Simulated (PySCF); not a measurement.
## Vibration and rotation of BS⁻

RHF-CCSD(T) constants of BS⁻, ¹Σ⁺ (singlet), closed shell (B aug-cc-pVDZ, S aug-cc-pV(D+d)Z; no relativity (PySCF 2.14); masses 11.0093 and 31.9721 u):

| Item | Value |
| --- | --- |
| ωe | 971.1 cm⁻¹ |
| ωexe | 5.51 cm⁻¹ |
| Be | 0.6992 cm⁻¹ |
| αe | 0.00576 cm⁻¹ |
| D (centrifugal) | 1.45e-06 cm⁻¹ |

Give the vibrational terms G(v) and spacings up to v = 6.

G(v) = ωe(v+½) − ωexe(v+½)².

| v | G(v) (cm⁻¹) | G(v) − G(v−1) | Bv (cm⁻¹) |
| --- | --- | --- | --- |
| 0 | 484.2 |  | 0.6963 |
| 1 | 1444.3 | 960.1 | 0.6906 |
| 2 | 2393.3 | 949.1 | 0.6848 |
| 3 | 3331.4 | 938.0 | 0.6790 |
| 4 | 4258.4 | 927.0 | 0.6733 |
| 5 | 5174.4 | 916.0 | 0.6675 |
| 6 | 6079.4 | 905.0 | 0.6618 |

Correlated steps freeze 6 core orbitals. The CCSD T1 diagnostic is raised, a sign that a single reference may not be enough here.
